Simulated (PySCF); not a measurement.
# Molecular orbitals of NaLi⁺

LC-ωPBE at R = 3.404 Å; basis Na aug-pcseg-1, Li aug-pcseg-1; no relativity; PySCF 2.14. State: ²Σ⁺ (doublet), unpaired electrons σ ↑. Only the outer orbitals are listed, counted within each symmetry.

```csv
spin,orbital,occ.,ε (eV),on Na (%),main shells (%)
α,1π,1,-39.96,100,100 Na p
α,1π,1,-39.96,100,100 Na p
α,4σ,1,-39.95,100,100 Na p
α,5σ,1,-10.69,29,"54 Li s, 22 Na s, 17 Li p"
α,6σ,0,-3.82,54,"51 Na s, 42 Li s"
α,2π,0,-3.17,40,"60 Li p, 40 Na p"
α,2π,0,-3.17,40,"60 Li p, 40 Na p"
β,1π,1,-39.92,100,100 Na p
β,1π,1,-39.92,100,100 Na p
β,4σ,1,-39.90,100,100 Na p
β,5σ,0,-4.42,52,"51 Na s, 45 Li s"
β,6σ,0,-3.35,43,"43 Li s, 30 Na s, 15 Li p"
β,2π,0,-2.53,46,"54 Li p, 46 Na p"
```

Task: Which are the highest filled and the lowest empty level, where do they sit, and how wide is the gap?

Result: Highest filled α 5σ at -10.69 eV (in %: 54 Li s, 22 Na s, 17 Li p); lowest empty β 5σ at -4.42 eV (in %: 51 Na s, 45 Li s); the gap at LC-ωPBE is 6.27 eV.

| Item | Value |
| --- | --- |
| bond order (Mayer) | 0.42 |
| ⟨S²⟩ | 0.750 |
| charge on Na (Mulliken, basis-dependent) | 0.71 |
| charge on Na (Löwdin, basis-dependent) | 0.57 |
| dipole moment (positive dipole points towards Li; it is taken about the centre of mass and depends on that origin) | 3.55 D |

The state is the lowest determinant that a PBE0 search found; another state may lie lower at other levels.
